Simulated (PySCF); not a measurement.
**LiCl (SMILES [Li][Cl]): M06-L/cc-pVTZ**

Aim: the energy change on altering one bond length of LiCl at M06-L/cc-pVTZ, from 2 runs. The job is set up through a Python script.

Program for the calculation: PySCF 2.14.0.

2 further runs of the same task are left out: 2 set aside as unsound or not needed.

## Step 1: The structure to begin with

LiCl has 2 atoms, charge 0, and is taken as a singlet. SMILES: `[Li][Cl]`. The shape is that of a PBE0-D4/def2-TZVP optimisation.

Bond lengths: Li1–Cl2 2.014 Å.

## Step 2: A single-point energy at M06-L/cc-pVTZ

File input.xyz:

```xyz
2

Li     0.857060    -0.306110     0.430800
Cl    -0.857060     0.306110    -0.430800
```

File calc.py:

```python
from pyscf import gto, dft

mol = gto.M(
    atom='input.xyz',
    max_memory=1860,
    verbose=4,
    basis='cc-pvtz',
    spin=0,
)

calc0 = dft.RKS(mol)
calc0.xc = 'm06-l'
calc0.conv_tol = 1e-10
calc0.grids.level = 5
calc0.kernel()
if not calc0.converged:
    calc0 = calc0.newton().run(calc0.mo_coeff, calc0.mo_occ)

etot = calc0.e_tot
print('Final energy', etot)
```

The run is started by

```bash
$ OMP_NUM_THREADS=1 python calc.py
```

Standard output:

```text
PySCF version 2.14.0

[INPUT] num. atoms = 2
[INPUT] num. electrons = 20
[INPUT] charge = 0
[INPUT] spin (= nelec alpha-beta = 2S) = 0
[INPUT] symmetry False subgroup None
[INPUT] Mole.unit = angstrom
[INPUT] Symbol           X                Y                Z      unit          X                Y                Z       unit  Magmom
[INPUT]  1 Li     0.857060000000  -0.306110000000   0.430800000000 AA    1.619608672320  -0.578464063991   0.814094014463 Bohr   0.0
[INPUT]  2 Cl    -0.857060000000   0.306110000000  -0.430800000000 AA   -1.619608672320   0.578464063991  -0.814094014463 Bohr   0.0

nuclear repulsion = 13.4015732734626
number of shells = 18
number of NR pGTOs = 102
number of NR cGTOs = 64
basis = cc-pvtz
ecp = {}

******** <class 'pyscf.dft.rks.RKS'> ********
method = RKS
initial guess = minao
damping factor = 0
level_shift factor = 0
DIIS = <class 'pyscf.scf.diis.CDIIS'>
diis_start_cycle = 1
diis_space = 8
diis_damp = 0
SCF conv_tol = 1e-10
SCF conv_tol_grad = None
SCF max_cycles = 50
direct_scf = True
direct_scf_tol = 1e-13
XC library pyscf.dft.libxc version 7.0.0
    S. Lehtola, C. Steigemann, M. J.T. Oliveira, and M. A.L. Marques.,  SoftwareX 7, 1–5 (2018)
XC functionals = m06-l
    Y. Zhao and D. G. Truhlar.,  Theor. Chem. Acc. 120, 215 (2008)
radial grids:
    Treutler-Ahlrichs [JCP 102, 346 (1995); DOI:10.1063/1.469408] (M4) radial grids

becke partition: Becke, JCP 88, 2547 (1988); DOI:10.1063/1.454033
pruning grids: <function nwchem_prune>
grids dens level: 5
symmetrized grids: False
atomic radii adjust function: <function treutler_atomic_radii_adjust>
small_rho_cutoff = 0
Set gradient conv threshold to 1e-05
Initial guess from minao.
tot grids = 84624
init E= -467.717224683612
  HOMO = -0.375227643524543  LUMO = -0.0810213619070694  gap/eV = 8.00576
cycle= 1 E= -467.778927035398  delta_E= -0.0617  |g|= 0.363  |ddm|= 0.892
  HOMO = -0.127335389907859  LUMO = -0.067012202275615  gap/eV = 1.64148
cycle= 2 E= -467.756772175829  delta_E= 0.0222  |g|= 0.474  |ddm|= 0.756
  HOMO = -0.219394432305151  LUMO = -0.0577025693621627  gap/eV = 4.39986
cycle= 3 E= -467.821588998045  delta_E= -0.0648  |g|= 0.0374  |ddm|=  0.4
  HOMO = -0.218172158947173  LUMO = -0.0635840517198769  gap/eV = 4.20656
cycle= 4 E= -467.821946531273  delta_E= -0.000358  |g|= 0.0184  |ddm|= 0.0442
  HOMO = -0.218617277053267  LUMO = -0.064567327147028  gap/eV = 4.19191
cycle= 5 E= -467.822045153458  delta_E= -9.86e-05  |g|= 0.00334  |ddm|= 0.0204
  HOMO = -0.219417685061661  LUMO = -0.0652179581578194  gap/eV = 4.19599
cycle= 6 E= -467.822048052755  delta_E= -2.9e-06  |g|= 0.000427  |ddm|= 0.00364
  HOMO = -0.219557033840787  LUMO = -0.0651619835921382  gap/eV = 4.20130
cycle= 7 E= -467.822048115427  delta_E= -6.27e-08  |g|= 2.64e-05  |ddm|= 0.000807
  HOMO = -0.219565236354338  LUMO = -0.0651549421680313  gap/eV = 4.20172
cycle= 8 E= -467.822048115845  delta_E= -4.17e-10  |g|= 8.43e-06  |ddm|= 7.26e-05
  HOMO = -0.219567579087469  LUMO = -0.0651520679129307  gap/eV = 4.20186
cycle= 9 E= -467.82204811587  delta_E= -2.5e-11  |g|= 9.37e-07  |ddm|= 1.24e-05
  HOMO = -0.219567759924491  LUMO = -0.0651516720037764  gap/eV = 4.20188
Extra cycle  E= -467.82204811587  delta_E= -5.68e-13  |g|= 5.87e-07  |ddm|= 1.71e-06
converged SCF energy = -467.82204811587
Final energy -467.8220481158702
```

Run time: 6.3 s. Hardware: 1 thread of Arm Neoverse V2, shared host; peak memory 0.33 GiB.

## Step 3: The distorted shape

File calc.py:

```python
from pyscf import gto, dft

mol = gto.M(
    atom='Li 2.228328 -0.795876 1.120066; Cl -0.857060 0.306110 -0.430800',
    max_memory=1860,
    verbose=3,
    basis='cc-pvtz',
    spin=0,
)

myscf = dft.RKS(mol)
myscf.xc = 'm06-l'
myscf.conv_tol = 1e-10
myscf.grids.level = 5
myscf.kernel()
if not myscf.converged:
    myscf = myscf.newton().run(myscf.mo_coeff, myscf.mo_occ)

e_tot = myscf.e_tot
print(f'total energy: {e_tot:.8f} hartree')
```

The run is started by

```bash
$ OMP_NUM_THREADS=1 python calc.py
```

Standard output:

```text
converged SCF energy = -467.738152568832
total energy: -467.73815257 hartree
```

Run time: 8.7 s. Hardware: 1 thread of Arm Neoverse V2, shared host; peak memory 0.33 GiB.

## Step 4: Summary of results

At M06-L/cc-pVTZ:

| quantity | value |
| --- | --- |
| first shape: total energy | -467.82205 Eh |
| first shape: dipole moment | 7.06 D |
| first shape: HOMO energy | -5.97 eV |
| first shape: LUMO energy | -1.77 eV |
| first shape: HOMO–LUMO gap | 4.20 eV |
| distorted shape: total energy | -467.73815 Eh |
| distorted shape: dipole moment | 14.20 D |
| distorted shape: HOMO energy | -4.07 eV |
| distorted shape: LUMO energy | -2.97 eV |
| distorted shape: HOMO–LUMO gap | 1.10 eV |
| energy change with the Li1–Cl2 bond stretched from 2.014 to 3.625 Å | 2.283 eV |

With the Li1–Cl2 bond stretched from 2.014 to 3.625 Å the energy rises by 2.28 eV (220 kJ/mol). The first shape isn't relaxed at this level, so the change isn't measured from a minimum.
